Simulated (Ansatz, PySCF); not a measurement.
Molecule: C₄H₉ (charge 0, doublet). SMILES: C[C](C)C
Geometry: optimised at B3LYP-D3(BJ)/def2-TZVP (Ansatz, a program for electronic structure).

Property: atomisation energy, in kcal/mol. Conventions: non-relativistic; six Cartesian d functions in 6-31G* and its kin unless marked 5d; valence correlation only; no spin-orbit coupling; UHF or UKS for open shells; dispersion terms only where a functional's name holds one; atomisation electronic, to ground-state atoms; 6-311+G** with 5d. CBS(X,Y): correlation extrapolated as X^-3; Hartree-Fock from the larger set. The bracket is a focal-point correction in the basis named. First-principles rows: single points at B3LYP-D3(BJ) geometries (Ansatz).

Coupled cluster (Ansatz) is a level with limits of its own, used here on species with T1 under 0.025 (0.045 for open shells) and stable references: RI-MP2/CBS(cc-pVTZ,cc-pVQZ)+[CCSD(T)-MP2]/cc-pVDZ.

Value to compare with, RI-MP2/CBS(cc-pVTZ,cc-pVQZ)+[CCSD(T)-MP2]/cc-pVDZ (Ansatz): 1198.3 kcal/mol.

```tsv
level	program	atomisation energy (kcal/mol)	difference
PBE/def2-SVP	Ansatz	1225.1	26.8
BP86/6-31G* (5d)	PySCF	1235.5	37.2
B3LYP/6-31G	Ansatz	1182.6	-15.7
B3LYP/cc-pVDZ	Ansatz	1180.1	-18.2
B3LYP/6-311+G**	Ansatz	1190.3	-8.0
M06-2X/6-31G* (5d)	PySCF	1202.0	3.7
M06-2X/def2-TZVPD	PySCF	1196.2	-2.1
B2PLYP-D3(BJ)/def2-TZVPD	Ansatz + dftd3	1188.8	-9.5
```

Among the 6 habitual levels, BP86/6-31G* (5d) lies farthest from RI-MP2/CBS(cc-pVTZ,cc-pVQZ)+[CCSD(T)-MP2]/cc-pVDZ (Ansatz) (37.2 kcal/mol) and M06-2X/6-31G* (5d) nearest (3.7); 3 of 6 lie above it, and their mean absolute difference is 18.3 kcal/mol, the median 16.9. One case shows no general order.

The levels are drawn from those run, B3LYP/6-31G* more often than the rest, none by its result; runs whose electronic state is in doubt are left out.
